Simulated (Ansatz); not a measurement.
Species: HO (charge 0, doublet). SMILES: [OH]
Structure (B3LYP-D3(BJ)/def2-TZVP (Ansatz, an electronic-structure program) minimum search):
```xyz
2

O      0.0000     0.0000    -0.1085
H      0.0000     0.0000     0.8682
```
Charge 0, spin multiplicity 2.

Wanted: enthalpy of formation at 298 K, in kcal/mol. Set-up: non-relativistic; 6-31G* and kin with 6d, 5d where marked; frozen cores in correlated levels; 6-311+G** with 5d; LANL2DZ all-electron up to Ne; spin-orbit terms left out; UHF or UKS for open shells. CBS(X,Y): correlation extrapolated as X^-3; Hartree-Fock from the larger set (for Q and 5 zeta extrapolated as (X+1)exp(-9√X)). First-principles rows: single points at B3LYP-D3(BJ) geometries (Ansatz), with unscaled harmonic terms from B3LYP/6-31G* at its own minima, enthalpies of formation by atomisation with measured atoms.

Measured values: G2/97 table in ASE (Curtiss et al.), the entry of HO doubted and unchecked; they hold spin-orbit and core effects, anharmonicity. 

Value to compare with, the measured value: 9.4 kcal/mol.

```csv
level,program,enthalpy of formation at 298 K (kcal/mol),error
MP2/STO-3G,Ansatz,47.7,38.3
MP2/3-21G,Ansatz,43.5,34.1
MP2/LANL2DZ,Ansatz,37.2,27.8
MP2/6-31G*,Ansatz,26.3,16.9
MP2/6-311+G**,Ansatz,16.7,7.3
"CCSD(T)/CBS(cc-pVQZ,cc-pV5Z)",Ansatz,8.8,-0.6
```

Among the 5 habitual levels, MP2/STO-3G lies farthest from the measured value (38.3 kcal/mol) and MP2/6-311+G** nearest (7.3); 5 of 5 lie above it, and their mean absolute error is 24.9 kcal/mol, the median 27.8. One case shows no general order.

The sets are all those run for this method; runs whose electronic state is in doubt are left out.
